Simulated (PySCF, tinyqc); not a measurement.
RHF in the sto-3g basis, for CH+, spin multiplicity 1, step by step. This run ends on a higher stationary point, not on the lowest solution. The lowest restricted solution is unstable here: a spin-polarised one lies 0.0095 hartree lower (PySCF). One step of it, computed by the program tinyqc.

Question. Iteration 1: building the Fock matrix. J_ij = sum D_kl (ij|kl), K_ij = sum D_kl (ik|jl); F = H + J - 0.5 K; E = tr D H + tr D J / 2 - 0.25 tr D K + E_nn.

D at the start:
```
,1C 1s,1C 2s,1C 2px,1C 2py,1C 2pz,2H 1s
1C 1s,0.004195,-0.036399,0.000000,0.000000,-0.033188,0.110255
1C 2s,-0.036399,0.315798,0.000000,0.000000,0.287940,-0.956582
1C 2px,0.000000,0.000000,2.000000,0.000000,0.000000,0.000000
1C 2py,0.000000,0.000000,0.000000,2.000000,0.000000,0.000000
1C 2pz,-0.033188,0.287940,0.000000,0.000000,0.262539,-0.872196
2H 1s,0.110255,-0.956582,0.000000,0.000000,-0.872196,2.897573
```

core Hamiltonian H = T + V (hartree):
```
,1C 1s,1C 2s,1C 2px,1C 2py,1C 2pz,2H 1s
1C 1s,-18.182604,-4.382675,0.000000,0.000000,-0.012735,-0.754519
1C 2s,-4.382675,-5.133055,0.000000,0.000000,-0.138698,-1.773190
1C 2px,0.000000,0.000000,-4.054158,0.000000,0.000000,0.000000
1C 2py,0.000000,0.000000,0.000000,-4.054158,0.000000,0.000000
1C 2pz,-0.012735,-0.138698,0.000000,0.000000,-4.148886,-1.564931
2H 1s,-0.754519,-1.773190,0.000000,0.000000,-1.564931,-2.964458
```

Two-electron integrals (ij|kl) in chemists' order, unique and non-zero (hartree):
```
i,j,k,l,(ij|kl)
1,1,1,1,3.541948
2,1,1,1,0.576921
2,1,2,1,0.111888
2,2,1,1,0.854682
2,2,2,1,0.205284
2,2,2,2,0.624709
3,1,3,1,0.020296
3,2,3,1,0.030858
3,2,3,2,0.137996
3,3,1,1,0.852436
3,3,2,1,0.205335
3,3,2,2,0.624568
3,3,3,3,0.672833
4,1,4,1,0.020296
4,2,4,1,0.030858
4,2,4,2,0.137996
4,3,4,3,0.036269
4,4,1,1,0.852436
4,4,2,1,0.205335
4,4,2,2,0.624568
4,4,3,3,0.600295
4,4,4,4,0.672833
5,1,5,1,0.020296
5,2,5,1,0.030858
5,2,5,2,0.137996
5,3,5,3,0.036269
5,4,5,4,0.036269
5,5,1,1,0.852436
5,5,2,1,0.205335
5,5,2,2,0.624568
5,5,3,3,0.600295
5,5,4,4,0.600295
5,5,5,5,0.672833
6,1,1,1,0.098603
6,1,2,1,0.019020
6,1,2,2,0.034878
6,1,3,3,0.034760
6,1,4,4,0.034760
6,1,5,1,0.001140
6,1,5,2,0.002140
6,1,5,5,0.035125
6,1,6,1,0.003304
6,2,1,1,0.254531
6,2,2,1,0.062041
6,2,2,2,0.210029
6,2,3,3,0.204832
6,2,4,4,0.204832
6,2,5,1,0.005889
6,2,5,2,0.041967
6,2,5,5,0.220219
6,2,6,1,0.011014
6,2,6,2,0.095521
6,3,3,1,0.006074
6,3,3,2,0.032747
6,3,5,3,0.008028
6,3,6,3,0.011211
6,4,4,1,0.006074
6,4,4,2,0.032747
6,4,5,4,0.008028
6,4,6,4,0.011211
6,5,1,1,0.224081
6,5,2,1,0.055295
6,5,2,2,0.198484
6,5,3,3,0.188576
6,5,4,4,0.188576
6,5,5,1,0.010607
6,5,5,2,0.069233
6,5,5,5,0.218079
6,5,6,1,0.010237
6,5,6,2,0.107085
6,5,6,5,0.129078
6,6,1,1,0.415982
6,6,2,1,0.103091
6,6,2,2,0.398193
6,6,3,3,0.377525
6,6,4,4,0.377525
6,6,5,1,0.011688
6,6,5,2,0.113720
6,6,5,5,0.438997
6,6,6,1,0.018516
6,6,6,2,0.235020
6,6,6,5,0.290160
6,6,6,6,0.774606
```

nuclear repulsion = 2.52590554 hartree

Give: Coulomb J; exchange K; Fock matrix F; total energy of this density.

Answer.

Coulomb J (hartree):
```
,1C 1s,1C 2s,1C 2px,1C 2py,1C 2pz,2H 1s
1C 1s,4.2255,1.0221,0.0000,0.0000,0.0208,0.1749
1C 2s,1.0221,3.2616,0.0000,0.0000,0.2063,1.2777
1C 2px,0.0000,0.0000,3.2705,0.0000,0.0000,0.0000
1C 2py,0.0000,0.0000,0.0000,3.2705,0.0000,0.0000
1C 2pz,0.0208,0.2063,0.0000,0.0000,3.2417,1.3233
2H 1s,0.1749,1.2777,0.0000,0.0000,1.3233,3.1028
```

exchange K (hartree):
```
,1C 1s,1C 2s,1C 2px,1C 2py,1C 2pz,2H 1s
1C 1s,0.0876,0.1260,0.0000,0.0000,-0.0013,0.0189
1C 2s,0.1260,0.5865,0.0000,0.0000,0.0463,0.3081
1C 2px,0.0000,0.0000,1.4263,0.0000,0.0000,0.0000
1C 2py,0.0000,0.0000,0.0000,1.4263,0.0000,0.0000
1C 2pz,-0.0013,0.0463,0.0000,0.0000,0.2266,0.3206
2H 1s,0.0189,0.3081,0.0000,0.0000,0.3206,1.4619
```

Fock matrix F (hartree):
```
,1C 1s,1C 2s,1C 2px,1C 2py,1C 2pz,2H 1s
1C 1s,-14.0009,-3.4235,0.0000,0.0000,0.0087,-0.5890
1C 2s,-3.4235,-2.1647,0.0000,0.0000,0.0445,-0.6496
1C 2px,0.0000,0.0000,-1.4968,0.0000,0.0000,0.0000
1C 2py,0.0000,0.0000,0.0000,-1.4968,0.0000,0.0000
1C 2pz,0.0087,0.0445,0.0000,0.0000,-1.0205,-0.4020
2H 1s,-0.5890,-0.6496,0.0000,0.0000,-0.4020,-0.5926
```

total energy of this density = -11.485789 hartree
